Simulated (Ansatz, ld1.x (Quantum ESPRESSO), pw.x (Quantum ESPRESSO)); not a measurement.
**From atom to crystal: ultrasoft potential for Cu (Z = 29)**

| Property | Result |
| --- | --- |
| Element | copper (Cu) |
| Generator | ld1.x (Quantum ESPRESSO) 7.5 |
| Type | ultrasoft |
| Functional | PBE |
| Relativity | scalar-relativistic |
| Frozen core | [Ar] |
| Valence charge | 11 |
| Reference configuration | 3d10 4s1 4p0 |
| Partial waves | 4s (bound): rcut 2.20, rcutus 2.40 bohr; 4s channel at 3.75 Ry: rcut 2.20, rcutus 2.40 bohr; 4p (bound, empty): rcut 1.95, rcutus 2.65 bohr; 4p channel at 0.45 Ry: rcut 1.95, rcutus 2.65 bohr; 3d (bound): rcut 1.40, rcutus 1.60 bohr; 3d channel at 1.1 Ry: rcut 1.40, rcutus 1.60 bohr |
| Local potential | all-electron potential smoothed inside 1.55 bohr (lloc = -1) |
| Core correction | none |
| Augmentation charge | PSQ, inside the norm-conserving radii |

Crystal test: fcc Cu in pw.x 7.5, no spin, 15³ k-points, Fermi–Dirac smearing 0.01 Ry, cutoffs 85/680 Ry. The reference is all-electron LAPW (Ansatz 0.2.0) with the same functional, mesh and smearing; V0 and B0 come from Birch–Murnaghan fits to the pressures at five volumes. Errors are pseudo minus all-electron; Δ is the rms difference of the E(V) curves that follow from these fits, minima aligned, over ±6 % about the mean V0. Mesh and smearing are coarse, so the numbers serve the comparison and aren't converged zero-temperature values; the lattice is a test structure that the element need not adopt.

```tsv
V (Å³/atom)	P all-electron (GPa)	P pseudo (GPa)
11.403	7.47	13.34
11.703	3.14	8.06
12.003	-0.58	3.73
12.303	-3.78	0.19
12.603	-6.53	-2.71
```

All-electron: a0 = 3.629 Å (V0 = 11.95 Å³/atom), B0 = 140.8 GPa.

Pseudopotential: mean pressure error (GPa): +4.58; a0 (Å): 3.666; a0 error (%): +1.01; B0 error (%): -7.9; Δ (meV/atom): 11.3. The largest radius (2.65 bohr) exceeds half the bond length (2.43 bohr), so the spheres overlap, which is one possible source of error among others. This is a poor potential for the solid.

**Question.** At the middle volume, how do free energy and pressure move when the wave cutoff is lowered (ecutrho held at 680 Ry)?

**Answer.**

| cutoff (Ry) | shift of F (meV/atom) | shift of P (GPa) |
| --- | --- | --- |
| 38 | +474.6 | -33.97 |
| 51 | +57.8 | -1.04 |
| 68 | +7.5 | -0.89 |

The run at the middle volume (120 k-points, 10 iterations) took about 31 s on one core of a shared host (Neoverse-V1, 64 threads, 503 GiB, load 23).
